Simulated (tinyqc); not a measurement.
Worked calculation: extended Hueckel theory, for N2. Computed by tinyqc, a small Python program that keeps every step (integrals from PySCF). Settings: charge = 0, K = 1.75, multiplicity = 1. Command: `OMP_NUM_THREADS=1 python tinyqc.py 21173 21174 out.jsonl` (the two numbers bound the seeds that draw the settings). One thread of a shared host (Intel(R) Xeon(R) Processor @ 2.60GHz), about 0.01 s of CPU time with the checks.

## Overlaps

Geometry (angstrom):

| atom | x | y | z |
|---|---|---|---|
| N | 0.000000 | 0.000000 | 0.000000 |
| N | 0.000000 | 0.000000 | 1.271000 |

Parameters chosen for this run:

| element | shell | Slater exponent | H_ii (eV) |
|---|---|---|---|
| N | 2s | 1.950000 | -26.000000 |
| N | 2p | 1.950000 | -13.400000 |

Slater orbitals, each expanded in six Gaussians scaled to its exponent.

overlap S:
```
            1N 2s    1N 2px    1N 2py     1N 2pz     2N 2s    2N 2px    2N 2py     2N 2pz
1N 2s    1.000000  0.000000  0.000000   0.000000  0.347090  0.000000  0.000000  -0.370266
1N 2px   0.000000  1.000000  0.000000   0.000000  0.000000  0.197004  0.000000   0.000000
1N 2py   0.000000  0.000000  1.000000   0.000000  0.000000  0.000000  0.197004   0.000000
1N 2pz   0.000000  0.000000  0.000000   1.000000  0.370266  0.000000  0.000000  -0.330112
2N 2s    0.347090  0.000000  0.000000   0.370266  1.000000  0.000000  0.000000   0.000000
2N 2px   0.000000  0.197004  0.000000   0.000000  0.000000  1.000000  0.000000   0.000000
2N 2py   0.000000  0.000000  0.197004   0.000000  0.000000  0.000000  1.000000   0.000000
2N 2pz  -0.370266  0.000000  0.000000  -0.330112  0.000000  0.000000  0.000000   1.000000
```

## Wolfsberg-Helmholz matrix

diagonal H_ii (eV): 1N 2s -26.000000, 1N 2px -13.400000, 1N 2py -13.400000, 1N 2pz -13.400000, 2N 2s -26.000000, 2N 2px -13.400000, 2N 2py -13.400000, 2N 2pz -13.400000

K = 1.750000

H_ij = K' S_ij (H_ii + H_jj)/2 for i != j (the diagonal keeps H_ii), with K' = 1.75.

H (eV):
```
             1N 2s      1N 2px      1N 2py      1N 2pz       2N 2s      2N 2px      2N 2py      2N 2pz
1N 2s   -26.000000    0.000000    0.000000    0.000000  -15.792605    0.000000    0.000000   12.764923
1N 2px    0.000000  -13.400000    0.000000    0.000000    0.000000   -4.619733    0.000000    0.000000
1N 2py    0.000000    0.000000  -13.400000    0.000000    0.000000    0.000000   -4.619733    0.000000
1N 2pz    0.000000    0.000000    0.000000  -13.400000  -12.764923    0.000000    0.000000    7.741128
2N 2s   -15.792605    0.000000    0.000000  -12.764923  -26.000000    0.000000    0.000000    0.000000
2N 2px    0.000000   -4.619733    0.000000    0.000000    0.000000  -13.400000    0.000000    0.000000
2N 2py    0.000000    0.000000   -4.619733    0.000000    0.000000    0.000000  -13.400000    0.000000
2N 2pz   12.764923    0.000000    0.000000    7.741128    0.000000    0.000000    0.000000  -13.400000
```

## Orbitals

valence electrons = 10

Solve H C = S C e through S^(-1/2); fill by pairs from the bottom, a degenerate level sharing its electrons equally; each orbital has its largest coefficient positive (the first on a tie).

orbital energies (eV): -31.082340  -20.599675  -15.054035  -15.054035  -14.010873  -10.934379  -10.934379  17.003998

occupations: 2.000000  2.000000  2.000000  2.000000  2.000000  0.000000  0.000000  0.000000

coefficients:
```
              MO1        MO2       MO3        MO4        MO5        MO6        MO7        MO8
1N 2s    0.597982   0.600393  0.000000   0.000000  -0.210574   0.000000   0.000000   0.868890
1N 2px   0.000000   0.000000  0.642492  -0.070094   0.000000   0.716920   0.329688   0.000000
1N 2py   0.000000   0.000000  0.070094   0.642492   0.000000  -0.329688   0.716920   0.000000
1N 2pz   0.037184  -0.378910  0.000000   0.000000   0.636923   0.000000   0.000000   0.971390
2N 2s    0.597982  -0.600393  0.000000   0.000000  -0.210574   0.000000   0.000000  -0.868890
2N 2px   0.000000   0.000000  0.642492  -0.070094   0.000000  -0.716920  -0.329688   0.000000
2N 2py   0.000000   0.000000  0.070094   0.642492   0.000000   0.329688  -0.716920   0.000000
2N 2pz  -0.037184  -0.378910  0.000000   0.000000  -0.636923   0.000000   0.000000   0.971390
```

sum of one-electron energies = -191.601915 eV

Within a degenerate level the vectors are fixed only up to a rotation; this is one choice.

## Mulliken analysis

P = C n C^T; charge = valence electrons (N 5) minus the sum of (P S)_ii on the atom; overlap population = 2 sum P_ij S_ij between two atoms.

charges: 1N 0.000000, 2N 0.000000

Overlap populations:

| pair | value |
|---|---|
| 2-1 | 1.406239 |
